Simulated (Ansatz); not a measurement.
**Ligand exchange: BH(CH3)F + C2H3F3 → BHF2 + C3H6F2**

Species: BH(CH3)F, singlet; C2H3F3 `FCC(F)F`, singlet; BHF2 `FBF`, singlet; C3H6F2 `CC(F)CF`, singlet. The partners trade CH3 for F: B–CH3 and C–F bonds give way to B–F and C–CH3.

Shapes, held fixed at every level: PBE0-D4/def2-TZVP. Flexible molecules stand in one conformer, not always the lowest. Programs: Ansatz 0.2.0. The zero-point and thermal change to 298 K, harmonic and unscaled (PBE0-D4/def2-TZVP), is +4.5 kJ/mol.

Estimate ΔH(298 K) of this reaction.

The highest level, CCSD(T)/CBS estimate, gives ΔH(298 K) = -169.9 kJ/mol; the levels span -169.9 to -158.8. The column of differences is taken from that level and isn't an error. No measured value is set beside it here. The CBS estimate extrapolates MP2 from def2-TZVPP and def2-QZVPP and adds CCSD(T) − MP2 in the triple-zeta set, cores frozen.

```tsv
level	kind	ΔH(298 K) (kJ/mol)	less CCSD(T)/CBS estimate
HF/def2-SVP	Hartree–Fock	-158.8	+11.1
HF/def2-TZVPP	Hartree–Fock	-163.7	+6.2
B3LYP-D4/def2-TZVPP	global hybrid	-162.7	+7.2
BHLYP-D4/def2-TZVPP	global hybrid	-165.9	+4.0
wB97M-V/def2-TZVPP	range-separated hybrid	-161.9	+8.0
wB97X-V/def2-TZVPP	range-separated hybrid	-159.2	+10.7
CCSD(T)/def2-SVP	coupled cluster or CI	-169.7	+0.2
CCSD(T)/CBS estimate	coupled cluster or CI	-169.9	0.0
```
